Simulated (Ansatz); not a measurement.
System: methanidylidynesulfanium, CS, charge 0, multiplicity 1. 
Geometry from a B3LYP-D3(BJ)/def2-TZVP (Ansatz, a first-principles code) optimisation:
```xyz
2

C      0.0000     0.0000    -1.1142
S      0.0000     0.0000     0.4178
```

Basis-set convergence of Hartree-Fock and CCSD(T) correlation energies (hartree) with Ansatz. Correlated levels leave the core frozen unless marked. Spin-orbit coupling is left out. No relativistic terms.

```tsv
basis	functions	E(HF)	E(corr, CCSD(T))
def2-SVPD	47	-435.16919	-0.28619
def2-TZVPPD	88	-435.34984	-0.34154
def2-QZVPPD	142	-435.36185	-0.36106
```

Extrapolating the two largest sets (X = 3 and 4) as X^-3: E(corr) = (64·(-0.36106) - 27·(-0.34154))/37 = -0.3753 Eh, an estimate of the basis-set limit. The largest set recovers 96.2 % of it, the smallest 76.3 %.
